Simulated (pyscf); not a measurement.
Single points on ωB97X-D3(BJ)/def2-SVP structures (PySCF, gas phase).

**Question.** For the elementary gas-phase step `[CH3][CH3]` + `[OH][Ga]` [singlet] -> `[CH3][Ga]([CH3])[OH]` (singlet surface; C–C broken, C–Ga, C–Ga formed), what barrier and reaction energy does ωB97M-D3(BJ)/def2-TZVP give, measured from the separated reactants?

**Answer.** ΔE‡ = 425.7 kJ/mol, ΔE = -20.5 kJ/mol. Zero-point energy shifts the barrier by -7.9 kJ/mol. It is an insertion, with an imaginary mode of 564i cm⁻¹. One saddle was located; it need not be the lowest between these sides. One closed-shell reference is unstable to symmetry breaking; treat the single-reference values with care. Elements up to Kr have no core potential and no relativistic terms here.
